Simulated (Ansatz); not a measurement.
A nudged elastic band was laid between two geometries of BClH2 + ClH (6 atoms, charge 0, multiplicity 1).

The calculation used Ansatz 0.2.0, RKS B3LYP-D4/cc-pVDZ.

```json
{
  "movable images": "9",
  "climbing image": "yes",
  "spring": "5.0 eV/Å²",
  "optimiser": "quadratic models (default)",
  "start path": "through a guess of the saddle point",
  "force threshold": "0.05 eV/Å",
  "iteration limit": "60",
  "end points": "relaxed"
}
```

Initial state:

```xyz
6
Properties=species:S:1:pos:R:3
B 0.035 0.373 -0.126
H 0.169 0.806 0.984
H 0.945 0.069 -0.844
Cl -1.601 0.297 -0.784
Cl 0.233 -2.372 1.170
H -0.756 -2.073 1.955
```

Final state:

```xyz
6
Properties=species:S:1:pos:R:3
B 0.024 -0.647 -0.629
H -0.411 0.355 2.398
H 1.029 -0.001 -0.571
Cl -1.487 0.133 -1.062
Cl 0.077 -2.370 -0.294
H -0.206 -0.370 2.512
```

**Question.** What changes between the two ends?

**Answer.** Bonds broken: B1–H2, Cl5–H6. Bonds formed: B1–Cl5, H2–H6. BClH2 + ClH becomes BCl2H + H2.

**Question.** Give the energies along the band, and the barrier.

**Answer.** It converged. The highest image is number 5 of 0 to 10, 0.69 eV above the first end and 1.36 eV above the last; the last end lies 0.67 eV below the first. A vibrational analysis at the climbing image gives one clearly imaginary mode, 847i cm⁻¹: a first-order saddle point. The orbitals stay closed-shell, which can raise the energy where a bond breaks towards radicals; this wasn't checked here.

```csv
image,path coordinate (Å),energy (eV),B1–H2 (Å),Cl5–H6 (Å),B1–Cl5 (Å)
0,0.00,0.00,1.20,1.30,3.04
1,0.48,0.01,1.20,1.30,3.04
2,0.97,0.02,1.20,1.30,3.06
3,1.45,0.07,1.21,1.30,2.96
4,1.94,0.29,1.22,1.33,2.56
5,2.42,0.69,1.30,1.55,2.15
6,2.90,0.16,1.56,1.99,1.88
7,3.38,-0.33,2.01,2.39,1.79
8,3.86,-0.58,2.45,2.80,1.76
9,4.33,-0.66,2.83,3.14,1.76
10,4.80,-0.67,3.22,3.46,1.76
```

**Question.** What is the geometry of the highest image?

**Answer.** 
```xyz
6
Properties=species:S:1:pos:R:3
B -0.089 -0.201 0.077
H -0.100 0.224 1.305
H 0.979 -0.021 -0.422
Cl -1.616 0.187 -0.742
Cl -0.043 -2.244 0.732
H -0.106 -0.845 1.405
```

**Question.** What are the harmonic wavenumbers there?

**Answer.** 847i, 201, 527, 683, 780, 896, 956, 1098, 1369, 1616, 2188, 2714 cm⁻¹.

Run time: 3.2 min on 1 thread of AMD EPYC 9R45 96-Core Processor (Zen 5) (shared host), peak memory 0.14 GiB.
